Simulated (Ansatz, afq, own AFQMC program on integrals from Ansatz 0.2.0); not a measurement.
# Where AFQMC and coupled cluster stand for H₂S, singlet

| atom | x (Å) | y (Å) | z (Å) |
| --- | --- | --- | --- |
| S | 0.0527 | 1.3355 | -0.2252 |
| H | -0.9412 | 1.9018 | 0.4900 |
| H | -0.5822 | 1.5749 | -1.3912 |

Basis def2-TZVP. Only valence electrons are correlated. Ansatz 0.2.0 and our own AFQMC program on the same integrals; the CISD trial comes from CCSD amplitudes, and released means the phaseless constraint is let go. Error bars are statistical, one sigma.

Determinant: RHF, the one that the program's search chose, which needn't be the lowest solution. The geometry is a PBE0/def2-SVP stationary point of this or a neighbouring charge and spin state.

No full CI on the walks' own integrals is used here; CCSDTQ serves as the reference and is uncertain by about the last step of the cluster series.

- T1 diagnostic: 0.0095
- weight of the determinant in the CISD state: 0.907
- size of the correlated space: 8 electrons in 44 orbitals

```csv
level,correlation energy (eV)
MP2,-4.9434
CCSD,-5.6431
CCSD(T),-5.8452
```

(1) Estimate where phaseless AFQMC with the Hartree–Fock trial lies against CCSD(T) on the same integrals.

(1) 3.5 ± 1.3 kJ/mol below CCSD(T).

Reference: CCSDTQ, correlation energy -5.874 eV. The released energy is read at 1.50 1/Eh (meV from the phaseless value at times in 1/Eh: 1.5 ± 2.2 at 0.24, -0.2 ± 2.1 at 0.50, -1.9 ± 2.0 at 1.00, -1.8 ± 1.4 at 1.50).

```tsv
level	E − E(reference) (kJ/mol)	share of correlation (%)
CCSD(T)	2.7	99.52
CCSDT	0.9	99.84
CCSDT(Q)	0.1	99.99
ph-AFQMC/HF	-0.7 ± 1.3	100.13
ph-AFQMC/CISD	0.2 ± 0.3	99.97
released AFQMC	0.0 ± 0.1	100.00
```

CCSDT and higher add their correlation energy to the determinant of the CCSD(T) run, since their own runs factorise the integrals more tightly (a shift of under 2 meV). A walk keeps the symmetry of its determinant, which the program's search chose and which needn't be the lowest solution, so a lower state of the same spin and another symmetry isn't excluded. Released energies are given only where the last usable release times agree within the noise; a slower fall can still hide under it.
